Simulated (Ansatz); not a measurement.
Setting up singlet [BNH3]+ in Ansatz

[BNH3]+: 5 atoms, total charge +1, spin state singlet. As SMILES of the parent species, `B[NH]`. The coordinates come from a PBE0-D4/def2-TZVP relaxation. That shape belongs to the parent species and isn't relaxed for this state.

```xyz
5

B    -0.3108   -0.3701   -0.0916
N     0.5312    0.6552   -0.0198
H    -0.4148   -1.1074    0.8625
H    -0.9641   -0.5731   -1.0819
H     1.2084    1.3217    0.2893
```

Settings wanted:

| Setting | Value |
| --- | --- |
| basis set | def2-TZVPP |
| core potential | none |
| task | energy |
| method | CCSD(T) |
| dispersion | none |
| reference | RHF |
| accuracy | high |
| frozen core orbitals | 2 |
| start density | atoms |

Task: Write the Ansatz 0.2.0 input and the command.

Result: This one ran through:

input.yaml:
```yaml
crystal:
  periodic: [false, false, false]
  atoms:
    - {symbol: B, position_ang: [-0.310800, -0.370100, -0.091600]}
    - {symbol: "N", position_ang: [0.531200, 0.655200, -0.019800]}
    - {symbol: H, position_ang: [-0.414800, -1.107400, 0.862500]}
    - {symbol: H, position_ang: [-0.964100, -0.573100, -1.081900]}
    - {symbol: H, position_ang: [1.208400, 1.321700, 0.289300]}
basis:
  gaussian:
    orbitals: def2-TZVPP
correlation:
  method: ccsd_t
  frozen_orbitals: {B: 1, H: 0, "N": 1}
total_charge: 1
accuracy: high
scf:
  omitted_lower_state_checks: [cluster_reference, increment]
```

```bash
$ ansatz run input.yaml --threads 1 --pin off --max-ram 3480MiB --events-out events.jsonl --progress --plain --runs-dir runs
```

Calculated total energy: -80.81649 Eh. The T1 diagnostic is large (0.064). The restricted solution is unstable to spin breaking, so it isn't the lowest, and correlation built on it is unsound.
